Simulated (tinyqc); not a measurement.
Worked calculation: FCI on RHF in the sto-6g basis, for OH-, spin multiplicity 1. The basis has no diffuse functions, so it cannot describe the extra electron: this is an exercise in the method, not the real anion. Computed by tinyqc, a small Python program that keeps every step (integrals from PySCF). Settings: charge = -1, multiplicity = 1, basis = sto-6g, method = RHF, energy threshold = 1e-10, iteration cap = 80, orthogonalisation = symmetric, start = Wolfsberg-Helmholz matrix, DIIS depth = 6, ci = FCI, davidson = 1. Command: `OMP_NUM_THREADS=1 python tinyqc.py 23300 23301 out.jsonl` (the two numbers bound the seeds that draw the settings). One thread of a shared host (Intel(R) Xeon(R) Processor @ 2.60GHz), about 0.2 s of CPU time with the checks. The early iterations of the SCF are left out here.

## One-electron integrals

Geometry (angstrom):
```
atom,x,y,z
O,0.000000,0.000000,0.000000
H,0.000000,0.000000,0.967000
```

Basis sto-6g: exponents (1/bohr^2) and contraction coefficients of normalised primitives:
```
element,l (shell),exponent,coefficient
O,s (1),1355.584234,0.009164
O,s (1),248.544885,0.049361
O,s (1),69.533902,0.168538
O,s (1),23.886772,0.370563
O,s (1),9.275933,0.416492
O,s (1),3.820341,0.130334
O,s (2),52.187762,-0.013253
O,s (2),10.329320,-0.046992
O,s (2),3.210345,-0.033785
O,s (2),1.235135,0.250242
O,s (2),0.536420,0.595117
O,s (2),0.245881,0.240706
O,p (3),52.187762,0.003760
O,p (3),10.329320,0.037679
O,p (3),3.210345,0.173897
O,p (3),1.235135,0.418036
O,p (3),0.536420,0.425860
O,p (3),0.245881,0.101708
H,s (1),35.523221,0.009164
H,s (1),6.513144,0.049361
H,s (1),1.822143,0.168538
H,s (1),0.625955,0.370563
H,s (1),0.243077,0.416492
H,s (1),0.100112,0.130334
```

Overlap, kinetic and nuclear-attraction integrals over the contracted functions; the nuclear repulsion is the sum of Za Zb / Rab.

nuclear repulsion = 4.37788799 hartree

overlap S, lower triangle:
```
,1O 1s,1O 2s,1O 2px,1O 2py,1O 2pz,2H 1s
1O 1s,1.000000
1O 2s,0.231145,1.000000
1O 2px,0.000000,0.000000,1.000000
1O 2py,0.000000,0.000000,0.000000,1.000000
1O 2pz,0.000000,0.000000,0.000000,0.000000,1.000000
2H 1s,0.054199,0.470399,0.000000,0.000000,0.389290,1.000000
```

kinetic energy T (hartree), lower triangle:
```
,1O 1s,1O 2s,1O 2px,1O 2py,1O 2pz,2H 1s
1O 1s,29.327197
1O 2s,-0.896024,0.842618
1O 2px,0.000000,0.000000,2.531309
1O 2py,0.000000,0.000000,0.000000,2.531309
1O 2pz,0.000000,0.000000,0.000000,0.000000,2.531309
2H 1s,-0.002782,0.123271,0.000000,0.000000,0.274451,0.768522
```

nuclear attraction V (hartree), lower triangle:
```
,1O 1s,1O 2s,1O 2px,1O 2py,1O 2pz,2H 1s
1O 1s,-61.805551
1O 2s,-6.277772,-9.540639
1O 2px,0.000000,0.000000,-9.499337
1O 2py,0.000000,0.000000,0.000000,-9.499337
1O 2pz,-0.016092,-0.179693,0.000000,0.000000,-9.622035
2H 1s,-1.691596,-3.583569,0.000000,0.000000,-2.702415,-5.463630
```

core Hamiltonian H = T + V (hartree), lower triangle:
```
,1O 1s,1O 2s,1O 2px,1O 2py,1O 2pz,2H 1s
1O 1s,-32.478354
1O 2s,-7.173796,-8.698021
1O 2px,0.000000,0.000000,-6.968029
1O 2py,0.000000,0.000000,0.000000,-6.968029
1O 2pz,-0.016092,-0.179693,0.000000,0.000000,-7.090727
2H 1s,-1.694378,-3.460298,0.000000,0.000000,-2.427964,-4.695108
```

## Two-electron integrals

Functions are numbered as in S; the eight-fold symmetry (ij|kl) = (ji|kl) = (kl|ij) leaves the list below.

Two-electron integrals (ij|kl) in chemists' order, unique and non-zero (hartree):
```
i,j,k,l,(ij|kl)
1,1,1,1,4.787491
2,1,1,1,0.675884
2,1,2,1,0.121505
2,2,1,1,1.117379
2,2,2,1,0.249212
2,2,2,2,0.817383
3,1,3,1,0.025762
3,2,3,1,0.039145
3,2,3,2,0.180664
3,3,1,1,1.117381
3,3,2,1,0.249212
3,3,2,2,0.817382
3,3,3,3,0.880663
4,1,4,1,0.025762
4,2,4,1,0.039145
4,2,4,2,0.180664
4,3,4,3,0.047461
4,4,1,1,1.117381
4,4,2,1,0.249212
4,4,2,2,0.817382
4,4,3,3,0.785741
4,4,4,4,0.880663
5,1,5,1,0.025762
5,2,5,1,0.039145
5,2,5,2,0.180664
5,3,5,3,0.047461
5,4,5,4,0.047461
5,5,1,1,1.117381
5,5,2,1,0.249212
5,5,2,2,0.817382
5,5,3,3,0.785741
5,5,4,4,0.785741
5,5,5,5,0.880663
6,1,1,1,0.169187
6,1,2,1,0.029141
6,1,2,2,0.058426
6,1,3,3,0.058300
6,1,4,4,0.058300
6,1,5,1,0.001422
6,1,5,2,0.002771
6,1,5,5,0.058680
6,1,6,1,0.007124
6,2,1,1,0.396887
6,2,2,1,0.089687
6,2,2,2,0.323914
6,2,3,3,0.318643
6,2,4,4,0.318643
6,2,5,1,0.007148
6,2,5,2,0.051905
6,2,5,5,0.334457
6,2,6,1,0.021604
6,2,6,2,0.157225
6,3,3,1,0.010149
6,3,3,2,0.056504
6,3,5,3,0.010800
6,3,6,3,0.022711
6,4,4,1,0.010149
6,4,4,2,0.056504
6,4,5,4,0.010800
6,4,6,4,0.022711
6,5,1,1,0.279664
6,5,2,1,0.064116
6,5,2,2,0.247003
6,5,3,3,0.235757
6,5,4,4,0.235757
6,5,5,1,0.014683
6,5,5,2,0.094264
6,5,5,5,0.269494
6,5,6,1,0.016182
6,5,6,2,0.145812
6,5,6,5,0.156625
6,6,1,1,0.527293
6,6,2,1,0.121361
6,6,2,2,0.499651
6,6,3,3,0.479489
6,6,4,4,0.479489
6,6,5,1,0.013010
6,6,5,2,0.127466
6,6,5,5,0.539974
6,6,6,1,0.029570
6,6,6,2,0.301691
6,6,6,5,0.319829
6,6,6,6,0.774999
```

## Orthogonalisation

S = U s U^T; symmetric (Loewdin) form X = U s^(-1/2) U^T, so that X^T S X = 1.

eigenvalues of S: 0.375888  0.843225  1.000000  1.000000  1.126446  1.654441

X, lower triangle:
```
,1O 1s,1O 2s,1O 2px,1O 2py,1O 2pz,2H 1s
1O 1s,1.021928
1O 2s,-0.129901,1.141452
1O 2px,0.000000,0.000000,1.000000
1O 2py,0.000000,0.000000,0.000000,1.000000
1O 2pz,-0.008331,0.097955,0.000000,0.000000,1.079569
2H 1s,0.021932,-0.319388,0.000000,0.000000,-0.260224,1.196773
```

## Starting guess

The start is the generalised Wolfsberg-Helmholz matrix (K = 1.75) built on H; D = 2 C_occ C_occ^T.

D at the start, lower triangle:
```
,1O 1s,1O 2s,1O 2px,1O 2py,1O 2pz,2H 1s
1O 1s,2.078507
1O 2s,-0.323910,1.432068
1O 2px,0.000000,0.000000,2.000000
1O 2py,0.000000,0.000000,0.000000,2.000000
1O 2pz,0.117754,-0.465539,0.000000,0.000000,1.686893
2H 1s,-0.177336,0.490336,0.000000,0.000000,0.277123,0.294424
```

## Iteration 7 (converged): orbitals

converged F (hartree), lower triangle:
```
,1O 1s,1O 2s,1O 2px,1O 2py,1O 2pz,2H 1s
1O 1s,-19.638380
1O 2s,-4.777188,-1.676053
1O 2px,0.000000,0.000000,0.243641
1O 2py,0.000000,0.000000,0.000000,0.243641
1O 2pz,-0.023880,-0.061137,0.000000,0.000000,0.413841
2H 1s,-1.128618,-0.713136,0.000000,0.000000,-0.313557,-0.135764
```

Diagonalise F' = X^T F X, C = X C', fill 5 alpha and 5 beta electrons from the bottom; D = 2 C_occ C_occ^T. Each column has its largest component positive (the first on a tie).

F' = X^T F X (hartree), lower triangle:
```
,1,2,3,4,5,6
1,-19.315207
2,-2.475408,-0.675452
3,0.000000,0.000000,0.243641
4,0.000000,0.000000,0.000000,0.243641
5,-0.048940,0.166574,0.000000,0.000000,0.658613
6,-0.195475,-0.516640,0.000000,0.000000,-0.570433,0.391416
```

orbital energies (hartree): MO1 -19.641798, MO2 -0.602324, MO3 0.066744, MO4 0.243641, MO5 0.243641, MO6 1.236749

coefficients C:
```
,MO1,MO2,MO3,MO4,MO5,MO6
1O 1s,0.996620,-0.224258,0.105204,0.000000,0.000000,0.084566
1O 2s,0.015295,0.855621,-0.591975,0.000000,0.000000,-0.590454
1O 2px,0.000000,0.000000,0.000000,-0.042775,0.999085,0.000000
1O 2py,0.000000,0.000000,0.000000,0.999085,0.042775,0.000000
1O 2pz,0.002876,0.067441,0.551713,0.000000,0.000000,-0.966388
2H 1s,-0.004494,0.272850,0.663183,0.000000,0.000000,1.043165
```

D after iteration 7, lower triangle:
```
,1O 1s,1O 2s,1O 2px,1O 2py,1O 2pz,2H 1s
1O 1s,2.109221
1O 2s,-0.477830,2.165511
1O 2px,0.000000,0.000000,2.000000
1O 2py,0.000000,0.000000,0.000000,2.000000
1O 2pz,0.091570,-0.537705,0.000000,0.000000,0.617889
2H 1s,0.008204,-0.318400,0.000000,0.000000,0.768551,1.028558
```

Within a degenerate level the vectors are fixed only up to a rotation; this is one choice.

## Convergence

Stop when the energy changes by less than 1e-10 hartree and every element of the error matrix X^T (F D S - S D F) X is below 3e-06.

Course of the cycle:
```
iteration,E (hartree),change,largest element of the error matrix
1,-74.43421220,-,5.42e-01
2,-74.75741728,-3.23e-01,1.31e-01
3,-74.77821670,-2.08e-02,1.90e-02
4,-74.77849762,-2.81e-04,1.63e-03
5,-74.77849966,-2.05e-06,1.91e-05
6,-74.77849966,-2.79e-10,3.58e-06
7,-74.77849966,-1.03e-11,3.24e-09
```

PySCF RHF in the same basis = -74.77849966 hartree

Converged in 7 iterations.

## Populations, bond orders and dipole

Mulliken: Z minus the diagonal of D S on the atom; Loewdin: the same with S^(1/2) D S^(1/2); Mayer order: 2 sum_s sum (D(s) S)_ij (D(s) S)_ji over the two atoms.

Charges (e):
```
atom,Mulliken,Loewdin
1O,-0.821584,-0.826386
2H,-0.178416,-0.173614
```

Mayer bond orders:
```
pair,order
2-1,0.968168
```

dipole moment about the origin, x y z (debye): 0.000000  0.000000  -0.194901

## Integrals over molecular orbitals

(pq|rs) = sum C_ip C_jq C_kr C_ls (ij|kl), one index at a time.

one-electron integrals over orbitals h = C^T H C (hartree), lower triangle:
```
,1,2,3,4,5,6
1,-32.464443
2,0.590307,-7.147784
3,-0.275056,0.709260,-5.918007
4,0.000000,0.000000,0.000000,-6.968029
5,0.000000,0.000000,0.000000,0.000000,-6.968029
6,-0.229461,1.114815,1.334144,0.000000,0.000000,-5.622982
```

Two-electron integrals over orbitals (pq|rs), unique and non-zero (hartree):
```
p,q,r,s,(pq|rs)
1,1,1,1,4.761547
2,1,1,1,-0.433419
2,1,2,1,0.063343
2,2,1,1,1.018225
2,2,2,1,-0.015599
2,2,2,2,0.727147
3,1,1,1,0.210191
3,1,2,1,-0.029518
3,1,2,2,0.013511
3,1,3,1,0.024337
3,2,1,1,-0.195621
3,2,2,1,0.009682
3,2,2,2,-0.020248
3,2,3,1,0.010613
3,2,3,2,0.150158
3,3,1,1,0.848743
3,3,2,1,-0.009336
3,3,2,2,0.646577
3,3,3,1,-0.003131
3,3,3,2,-0.032768
3,3,3,3,0.671685
4,1,4,1,0.026726
4,2,4,1,0.032627
4,2,4,2,0.145980
4,3,4,1,-0.014538
4,3,4,2,-0.053693
4,3,4,3,0.048109
4,4,1,1,1.117073
4,4,2,1,-0.011688
4,4,2,2,0.748543
4,4,3,1,0.005395
4,4,3,2,-0.100477
4,4,3,3,0.648285
4,4,4,4,0.880663
5,1,5,1,0.026726
5,2,5,1,0.032627
5,2,5,2,0.145980
5,3,5,1,-0.014538
5,3,5,2,-0.053693
5,3,5,3,0.048109
5,4,5,4,0.047461
5,5,1,1,1.117073
5,5,2,1,-0.011688
5,5,2,2,0.748543
5,5,3,1,0.005395
5,5,3,2,-0.100477
5,5,3,3,0.648285
5,5,4,4,0.785741
5,5,5,5,0.880663
6,1,1,1,0.175324
6,1,2,1,-0.027920
6,1,2,2,-0.001447
6,1,3,1,-0.001604
6,1,3,2,-0.023651
6,1,3,3,0.013880
6,1,4,4,0.004280
6,1,5,5,0.004280
6,1,6,1,0.032574
6,2,1,1,-0.238983
6,2,2,1,0.005290
6,2,2,2,-0.113794
6,2,3,1,-0.017827
6,2,3,2,-0.016570
6,2,3,3,-0.014045
6,2,4,4,-0.122639
6,2,5,5,-0.122639
6,2,6,1,0.017917
6,2,6,2,0.109659
6,3,1,1,-0.264237
6,3,2,1,0.003774
6,3,2,2,-0.092499
6,3,3,1,0.004570
6,3,3,2,0.118873
6,3,3,3,-0.064875
6,3,4,4,-0.146817
6,3,5,5,-0.146817
6,3,6,1,-0.010148
6,3,6,2,0.044039
6,3,6,3,0.157037
6,4,4,1,-0.011005
6,4,4,2,-0.043273
6,4,4,3,-0.006648
6,4,6,4,0.038709
6,5,5,1,-0.011005
6,5,5,2,-0.043273
6,5,5,3,-0.006648
6,5,6,5,0.038709
6,6,1,1,0.950451
6,6,2,1,-0.010509
6,6,2,2,0.686818
6,6,3,1,0.016256
6,6,3,2,0.036416
6,6,3,3,0.648783
6,6,4,4,0.666078
6,6,5,5,0.666078
6,6,6,1,-0.010852
6,6,6,2,-0.089127
6,6,6,3,-0.034124
6,6,6,6,0.727092
```

## FCI: determinants and Hamiltonian

Hartree-Fock energy = -74.77849966 hartree

Slater-Condon rules over spin orbitals, with the nuclear repulsion added and E(HF) subtracted on the diagonal. Only determinants linked to the reference directly or through others are kept (one block of an abelian symmetry group), so some states are absent.

Occupation strings over the orbitals (2 doubly, a alpha, b beta, 0 empty; spin orbitals ordered 1a 1b 2a 2b ...): 222220 22a22b 2a222b a2222b 22b22a 2b222a b2222a 222202 222022 220222 2ab222 a2b222 2ba222 202222 ab2222 b2a222 ba2222 022222

H - E(HF) between determinants (hartree), lower triangle:
```
,222220,22a22b,2a222b,a2222b,22b22a,2b222a,b2222a,222202,222022,220222,2ab222,a2b222,2ba222,202222,ab2222,b2a222,ba2222,022222
222220,0.000000
22a22b,0.000000,0.678259
2a222b,0.000000,0.007623,1.261913
a2222b,0.000000,-0.026404,0.028426,19.960670
22b22a,0.000000,-0.157037,-0.044039,0.010148,0.678259
2b222a,0.000000,-0.044039,-0.109659,-0.017917,0.007623,1.261913
b2222a,0.000000,0.010148,-0.017917,-0.032574,-0.026404,0.028426,19.960670
222202,0.038709,0.006648,0.043273,0.011005,-0.006648,-0.043273,-0.011005,1.007075
222022,0.038709,0.006648,0.043273,0.011005,-0.006648,-0.043273,-0.011005,0.047461,1.007075
220222,0.157037,0.030750,-0.118873,-0.004570,-0.030750,0.118873,0.004570,0.048109,0.048109,1.457729
2ab222,-0.044039,0.118873,-0.058375,0.003774,-0.075082,0.016570,0.017827,0.053693,0.053693,0.061561,1.978239
a2b222,0.010148,0.004570,0.003774,-0.230112,-0.024733,0.023651,0.001604,0.014538,0.014538,0.045791,0.029599,20.615530
2ba222,0.044039,-0.075082,0.016570,0.017827,0.118873,-0.058375,0.003774,-0.053693,-0.053693,-0.061561,-0.150158,-0.010613,1.978239
202222,0.109659,0.016570,0.024667,-0.005290,-0.016570,-0.024667,0.005290,0.145980,0.145980,0.150158,0.049041,-0.009682,-0.049041,2.604427
ab2222,-0.017917,-0.017827,0.005290,-0.149856,0.023651,-0.009406,0.027920,-0.032627,-0.032627,-0.010613,0.009682,-0.224414,0.029149,-0.023336,21.330630
b2a222,-0.010148,-0.024733,0.023651,0.001604,0.004570,0.003774,-0.230112,-0.014538,-0.014538,-0.045791,-0.010613,-0.024337,0.029599,0.009682,0.029518,20.615530
ba2222,0.017917,0.023651,-0.009406,0.027920,-0.017827,0.005290,-0.149856,0.032627,0.032627,0.010613,0.029149,0.029518,0.009682,0.023336,-0.063343,-0.224414,21.330630
022222,0.032574,0.001604,0.027920,-0.186176,-0.001604,-0.027920,0.186176,0.026726,0.026726,0.024337,0.029518,-0.167531,-0.029518,0.063343,0.394485,0.167531,-0.394485,43.509076
```

## FCI: roots

Diagonalise (each vector has its largest component positive (the first on a tie)); all determinants have Ms = 0, so triplets appear too. The lowest singlet root is the correlation energy.

lowest roots of this matrix, relative to E(HF) (hartree): -0.024457  0.517788  0.794429  0.959613  0.987181  1.151412  1.278419  1.571539

lowest vectors:
```
,root 1,root 2,root 3,root 4
222220,0.992654,0.000000,-0.000468,0.000000
22a22b,-0.000609,0.705676,0.685725,0.000000
2a222b,-0.005012,0.038990,-0.102733,0.000000
a2222b,0.000024,0.000602,0.001387,0.000000
22b22a,0.000609,0.705676,-0.685725,0.000000
2b222a,0.005012,0.038990,0.102733,0.000000
b2222a,-0.000024,0.000602,-0.001387,0.000000
222202,-0.028586,0.000000,0.063531,0.707107
222022,-0.028586,0.000000,0.063531,-0.707107
220222,-0.102799,0.000000,-0.088066,0.000000
2ab222,0.025328,-0.022356,-0.106232,0.000000
a2b222,-0.000285,0.000682,-0.000756,0.000000
2ba222,-0.025328,-0.022356,0.106232,0.000000
202222,-0.033178,0.000000,-0.006880,0.000000
ab2222,0.000690,-0.000139,0.001500,0.000000
b2a222,0.000285,0.000682,0.000756,0.000000
ba2222,-0.000690,-0.000139,-0.001500,0.000000
022222,-0.000644,0.000000,0.000189,0.000000
```

<S^2> of these roots: 0.000000  2.000000  0.000000  0.000000  0.000000  2.000000  0.000000  0.000000

weight of the ground state by excitation level 0, 1, 2, ...: 0.985362  0.000051  0.014587

## The lowest root by the Davidson method

Start from the reference; add the residual divided by (theta - H_ii), orthogonalised, at each step.

Davidson iterations:
```
iteration,subspace,lowest Ritz value (hartree),residual norm
1,1,0,2.13e-01
2,2,-0.02408456,2.69e-02
3,3,-0.02445020,3.28e-03
4,4,-0.02445643,4.27e-04
5,5,-0.02445659,2.47e-05
6,6,-0.02445659,3.07e-06
7,7,-0.02445659,3.08e-07
8,8,-0.02445659,3.75e-09
```
